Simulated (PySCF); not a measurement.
Compound: tetrahydrothiophen-3-one, C4H6OS.
Numbering: `[O:1]=[C:2]1[CH2:3][CH2:4][S:5][CH2:6]1` (hydrogens: H7, H8 on C3; H9, H10 on C4; H11, H12 on C6)

Structure used (GFN2-xTB), in Å, numbered top down from 1:
```xyz
12
C4H6OS angstrom
O      1.185   -1.715    0.995
C      0.669   -0.805    0.408
C     -0.782   -0.754   -0.022
C     -1.168    0.694   -0.244
S      0.303    1.482   -0.989
C      1.415    0.448   -0.001
H     -0.846   -1.314   -0.960
H     -1.415   -1.251    0.713
H     -1.392    1.202    0.695
H     -2.001    0.820   -0.932
H      1.732    0.991    0.894
H      2.302    0.201   -0.583
```

Method used: TDDFT CAM-B3LYP/def2-SVPD, vertical, gas phase, core orbitals frozen in the response (PySCF 2.14.0, density-fitted response routines).

Ground-to-excited transition dipoles (e·a0, same axes as the geometry; the sign carries no meaning), for the states with f of 0.002 or more among the lowest 7:

```tsv
state	E (eV)	μx	μy	μz
S4	6.230	-0.008	-0.410	-0.196
S5	6.620	-0.007	0.045	0.212
S6	7.076	0.108	0.232	-0.416
S7	7.265	-0.144	-0.247	-0.057
```

Work out the oscillator strengths.

f = (2/3) ΔE |μ|² with ΔE in hartree (27.2114 eV).

| state | \|μ\|² (au) | \|μ\| (D) | f |
| --- | --- | --- | --- |
| S4 | 0.207 | 1.16 | 0.032 |
| S5 | 0.047 | 0.55 | 0.008 |
| S6 | 0.238 | 1.24 | 0.041 |
| S7 | 0.085 | 0.74 | 0.015 |

What angle do the transition dipoles of S4 and S6 make?

|cos θ| = |μa·μb| / (|μa| |μb|) = 0.06, so θ ≈ 86° (taken between 0 and 90°, since the signs are arbitrary).

How is the summed strength of these states shared among x, y and z?

(2/3) Σ ΔE μα² gives 0.006 for x, 0.046 for y and 0.044 for z, 0.096 in all.

What peak molar absorption coefficient would the strongest computed level give as a lone Gaussian band 0.3 eV wide at half height?

ε(max) = 2.175×10⁸ f / FWHM, with the width in cm⁻¹. S6: 2.175×10⁸ × 0.0413 / 2420 ≈ 3700 L mol⁻¹ cm⁻¹.

One conformer stands for the species.
